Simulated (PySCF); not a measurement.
# Solver options tried on LiN (triplet)

The same problem is solved with other solver options, one edit a run.

The runs use PySCF 2.14.0; method and basis as typed in the scripts.

4 further runs of the same task are left out: 4 that didn't finish.

## Step 1: The starting structure

LiN (triplet): 2 atoms, charge 0, spin multiplicity 3.

Bond lengths: Li1–N2 1.843 Å.

## Step 2: Base script

Contents of input.py:

```python
from pyscf import gto, scf, mcscf, mrpt

mol = gto.M(
    atom='Li 0 0 0; N 0 0 1.843',
    basis='def2-svpd',
    charge=0,
    spin=2,
    verbose=4,
)
mf = scf.ROHF(mol)
mf.kernel()
mc = mcscf.CASSCF(mf, 8, 6)
mc.kernel()
mc.analyze()
mrpt.NEVPT(mc).kernel()
mf.dip_moment()
print('orbital energies (hartree):', mf.mo_energy[..., max(0, mol.nelec[1]-3):mol.nelec[0]+3].round(4))
```

The run is started by

```sh
$ OMP_NUM_THREADS=1 python input.py
```

Its log is not repeated here.

In short: E(SCF) = -61.759395 Eh, 11 cycles, E(CAS) − E(SCF) = -0.07192 Eh, NEVPT2 = -0.06146 Eh, μ = 7.20 D (of the SCF density).

The bond length is a typed value, not an optimised one. The triplet is typed in the script; nothing here shows that it is the ground state.

## Step 3: Convergence threshold 1e-11 hartree

Edit 1 changes convergence threshold: default → 1e-11 hartree.

Contents of input.py:

```python
from pyscf import gto, scf, mcscf, mrpt

mol = gto.M(
    atom='Li 0 0 0; N 0 0 1.843',
    basis='def2-svpd',
    charge=0,
    spin=2,
    verbose=4,
)
mf = scf.ROHF(mol)
mf.conv_tol = 1e-11
mf.kernel()
mc = mcscf.CASSCF(mf, 8, 6)
mc.kernel()
mc.analyze()
mrpt.NEVPT(mc).kernel()
mf.dip_moment()
print('orbital energies (hartree):', mf.mo_energy[..., max(0, mol.nelec[1]-3):mol.nelec[0]+3].round(4))
```

The run is started by

```sh
$ OMP_NUM_THREADS=1 python input.py
```

## Step 4: DIIS space 4

Edit 2 changes DIIS space: default → 4.

Changes to input.py since step 2:

```diff
@@ -10,2 +10,3 @@
 mf = scf.ROHF(mol)
+mf.diis_space = 4
 mf.kernel()
```

## Step 5: Cycle limit 200

Edit 3 changes cycle limit: 50 → 200.

Changes to input.py since step 2:

```diff
@@ -10,2 +10,3 @@
 mf = scf.ROHF(mol)
+mf.max_cycle = 200
 mf.kernel()
```

## Step 6: Second-order solver on

Edit 4 changes second-order solver: off → on.

Changes to input.py since step 2:

```diff
@@ -10,2 +10,3 @@
 mf = scf.ROHF(mol)
+mf = mf.newton()
 mf.kernel()
```

Q: Predict the outcome of this session. Wanted: for each run, E(SCF); from base; SCF dipole; after the SCF.

**Answer**, as computed:

| run | E(SCF) (hartree) | from base (eV) | cycles | SCF dipole (D) | after the SCF |
| --- | --- | --- | --- | --- | --- |
| base | -61.759395 | 0 | 11 | 7.20 | NEVPT2 correlation -3.629 eV (from the SCF energy, the CASSCF gain included) |
| convergence threshold 1e-11 hartree | -61.759395 | 0.0000 | 12 | 7.20 | NEVPT2 correlation -3.630 eV (from the SCF energy, the CASSCF gain included) |
| DIIS space 4 | -61.759395 | 0.0000 | 11 | 7.20 | NEVPT2 correlation -3.630 eV (from the SCF energy, the CASSCF gain included) |
| cycle limit 200 | -61.759395 | 0.0000 | 11 | 7.20 | NEVPT2 correlation -3.629 eV (from the SCF energy, the CASSCF gain included) |
| second-order solver on | -61.759395 | 0.0000 | 3 macro | 7.20 | NEVPT2 correlation -3.630 eV (from the SCF energy, the CASSCF gain included) |

Distance from each run's final energy (log10 hartree) by cycle:

| run | cycle 1 | cycle 2 | cycle 3 | cycle 5 | cycle 8 | cycle 12 |
| --- | --- | --- | --- | --- | --- | --- |
| base | -2.1 | -2.9 | -2.4 | -4.9 | -6.9 | done |
| convergence threshold 1e-11 hartree | -2.1 | -2.9 | -2.4 | -4.9 | -6.9 | < -11 |
| DIIS space 4 | -2.1 | -2.9 | -2.4 | -4.9 | -7.0 | done |
| cycle limit 200 | -2.1 | -2.9 | -2.4 | -4.9 | -6.9 | done |
| second-order solver on | -6.1 | < -11 | < -11 | done | done | done |

In words: The SCF energy stays the same, to the digits that matter, with convergence threshold 1e-11 hartree or DIIS space 4 or cycle limit 200 or second-order solver on. With DIIS space 4, cycle limit 200 the path hardly changes: 11 cycles against 11.
